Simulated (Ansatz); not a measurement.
C2H5Al, SMILES `C=[CH][AlH2]` at its PBE0-D4/def2-TZVP geometry, where that method's forces vanish. Total charge 0; spin multiplicity 1.

```json
{"atom": "C1", "x (Å)": "-1.341", "y (Å)": "0.302", "z (Å)": "-0.131"}
{"atom": "C2", "x (Å)": "-0.337", "y (Å)": "-0.247", "z (Å)": "0.561"}
{"atom": "Al3", "x (Å)": "1.466", "y (Å)": "-0.172", "z (Å)": "-0.146"}
{"atom": "H4", "x (Å)": "-1.175", "y (Å)": "0.793", "z (Å)": "-1.087"}
{"atom": "H5", "x (Å)": "-2.374", "y (Å)": "0.292", "z (Å)": "0.214"}
{"atom": "H6", "x (Å)": "-0.595", "y (Å)": "-0.718", "z (Å)": "1.509"}
{"atom": "H7", "x (Å)": "2.701", "y (Å)": "-0.802", "z (Å)": "0.627"}
{"atom": "H8", "x (Å)": "1.655", "y (Å)": "0.553", "z (Å)": "-1.547"}
```

**Question.** For each bond, give half the difference of the two atoms' forces along it (eV/Å; positive pushes the atoms apart) under PBE-D4, r2SCAN-D4, B3LYP-D4, ωB97M-V in def2-TZVPP. (Estimate.)

**Answer.** Ansatz gave: 
```tsv
bond	length (Å)	PBE-D4	r2SCAN-D4	B3LYP-D4	ωB97M-V
C1–C2	1.337	0.35	0.20	0.14	0.02
C1–H4	1.089	0.03	-0.05	-0.08	-0.05
C1–H5	1.089	0.03	-0.06	-0.09	-0.06
C2–Al3	1.938	-0.10	-0.06	0.05	0.07
C2–H6	1.090	0.06	-0.02	-0.07	-0.06
Al3–H7	1.588	0.03	-0.02	-0.09	-0.11
Al3–H8	1.588	0.06	-0.02	-0.07	-0.11
```

B3LYP here is the variant with VWN-RPA as its local correlation; programs differ in this.
